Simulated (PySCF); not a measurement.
# Frontier orbitals and the lowest excitations

Compound: C4H6N2.
Cartesian coordinates in Å at the GFN2-xTB level; atoms count from 1:
```xyz
12
C4H6N2 angstrom
C      2.9595    0.4154   -0.5872
C      1.9442    0.3672    0.0440
C      0.7020    0.2581    0.7882
N     -0.3416   -0.3038   -0.0342
N     -1.5709    0.1646    0.1133
C     -2.5671   -0.4351   -0.3842
H      3.8543    0.4815   -1.1308
H      0.3616    1.2517    1.0940
H      0.8827   -0.3454    1.6936
H     -0.1902   -1.2333   -0.4237
H     -2.5016   -1.3797   -0.9272
H     -3.5317    0.0231   -0.2718
```

Method used: PySCF 2.14.0, density-fitted response routines, TDDFT wB97X-D/def2-SVPD, vertical, gas phase, core orbitals frozen in the response.

Frontier orbitals with the atoms that hold most of them (Löwdin shares over 4%, at most four atoms; ? is withheld):

| orbital | ε (eV) | atoms |
| --- | --- | --- |
| LUMO+2 | 2.67 | C1 42%, C2 27%, H7 11%, C3 8% |
| LUMO+1 | 2.31 | C1 19%, C2 14%, C3 14%, C6 13% |
| LUMO | 1.95 | ? |
| HOMO | ? | ? |
| HOMO-1 | -9.79 | N5 40%, C1 16%, C2 14%, C6 10% |
| HOMO-2 | -10.03 | C1 27%, C2 26%, N5 20%, C3 6% |
| HOMO-3 | -10.17 | C1 42%, C2 42%, C3 6% |

(1) Which atoms hold the LUMO, and with what shares?

(2) Give the leading atoms of the HOMO.

(3) What is the HOMO energy, and the HOMO–LUMO gap?

Results:

(1) N5 (bonded to C and N) 35%; C6 (bonded to N and 2 H) 30%; N4 (bonded to C, N and H) 9%; H11 (bonded to C) 9%. By element: nitrogen 44%, carbon 30% or more, hydrogen 9% or more.

(2) N4 (bonded to C, N and H) 40%; C6 (bonded to N and 2 H) 25%; N5 (bonded to C and N) 16%; C3 (bonded to C, N and 2 H) 5%. By element: nitrogen 56%, carbon 30% or more.

(3) ε(HOMO) = -8.25 eV; the gap is 10.20 eV (0.3748 hartree).

Q: The HOMO–LUMO gap is 10.20 eV. Where does the response calculation put the lowest singlet, and from which orbitals?

A: S1 is at 5.96 eV (f = 0.329), 4.24 eV below the gap, made of HOMO→LUMO (86%). 

Q: Give energy, strength and leading configuration of S1 and S3, and follow the Löwdin shares of the leading atoms from the occupied to the empty orbital.

A: 
- S1 (5.96 eV, f 0.329), HOMO→LUMO (86%): N4 40% → 9%, C6 25% → 30%, N5 16% → 35%
- S3 (6.21 eV, f 0.010), HOMO→LUMO+1 (78%): N4 40% → at most 14%, C6 25% → 13%, C1 at most 5% → 19%, C2 at most 5% → 14%

One conformer stands for the species.
